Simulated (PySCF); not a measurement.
# Isomerisation enthalpies of C2H3Cl3

**The experiment to reproduce.**

CRC Handbook of Chemistry and Physics lists, for the gas at 298.15 K: enthalpy of formation of `ClCC(Cl)Cl` (1,1,2-trichloroethane) -151.3 kJ/mol; enthalpy of formation of `CC(Cl)(Cl)Cl` -144.4 kJ/mol.

The results are set against them at the end.

Differences of these values give the isomerisation enthalpies. Geometries: PBE0-D3(BJ)/def2-TZVP; runs in PySCF, gas phase, with a dispersion term only where the level names one. Total electronic energies (Eh):

| SMILES | PBE0-D3(BJ)/def2-TZVP |
| --- | --- |
| ClCC(Cl)Cl | -1458.14865 |
| CC(Cl)(Cl)Cl | -1458.14496 |

Geometry of `ClCC(Cl)Cl` (Å):
```
atom  x, y, z in Å
Cl1   -1.778   -0.886    0.842
C2    -0.749    0.218   -0.084
C3     0.698   -0.212   -0.035
Cl4    1.372   -0.074    1.590
Cl5    1.606    0.792   -1.184
H6    -0.861    1.221    0.325
H7    -1.091    0.200   -1.118
H8     0.820   -1.247   -0.346
```

Geometry of `CC(Cl)(Cl)Cl` (Å):
```
atom  x, y, z in Å
C1     0.7358    0.0391    0.4209
C2    -0.5618   -0.0359   -0.3424
Cl3   -0.2942   -0.7919   -1.9261
Cl4   -1.7454   -1.0011    0.5622
Cl5   -1.2182    1.5956   -0.5882
H6     0.5571    0.5037    1.3907
H7     1.4524    0.6358   -0.1427
H8     1.1281   -0.9671    0.5661
```

Zero-point and thermal terms are left out, so the computed numbers are electronic energies.

## Comparison

Relative to `ClCC(Cl)Cl`, the lowest by measurement, in kJ/mol (measured: enthalpies at 298.15 K; computed: electronic energies):

| SMILES | measured | PBE0-D3(BJ)/def2-TZVP |
| --- | --- | --- |
| ClCC(Cl)Cl | 0.0 | 0.0 |
| CC(Cl)(Cl)Cl | 6.9 | 9.7 |

Measured values: -151.3 kJ/mol (298.15 K; CRC Handbook of Chemistry and Physics) for the first row; the others come from the same table. Unsigned miss: PBE0-D3(BJ)/def2-TZVP 2.8 kJ/mol. One conformer stands for `ClCC(Cl)Cl`, not necessarily the lowest, while the measurement averages over conformers. Where a level misses, the cause wasn't examined.
